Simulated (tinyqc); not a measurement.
The integration grid: Kohn-Sham SCAN on finer and finer grids in the sto-3g basis, for LiH, spin multiplicity 1. Computed by the program tinyqc with PySCF. 

Geometry (angstrom):
```
atom,x,y,z
Li,0.0000,0.0000,0.0000
H,0.0000,0.0000,2.1840
```

Self-consistent on each grid; the net force on the molecule should vanish.

Kohn-Sham energy on Becke grids (radial x angular points per atom):
```
grid,points,residual of the electron count,E (hartree),E - finest (mhartree),largest net force without grid terms (hartree/bohr)
10 x 14,275,1.03e-02,-7.93458,-33.08233,5.65e-03
15 x 26,773,-1.06e-02,-7.89596,5.54349,1.47e-02
20 x 50,1990,2.66e-04,-7.90124,0.25785,1.29e-03
30 x 86,5145,4.34e-04,-7.90153,-0.02819,3.14e-04
50 x 194,19369,2.22e-05,-7.90153,-0.03058,1.87e-03
75 x 302,45228,-2.53e-06,-7.90150,-0.00208,1.40e-03
120 x 590,141452,1.38e-08,-7.90150,0.00000,2.64e-04
```

The energy is within 0.1 mhartree of the finest grid first at 30 x 86. The error has both signs, since quadrature is not variational. The electron count and the net force are cheap signs of a poor grid.
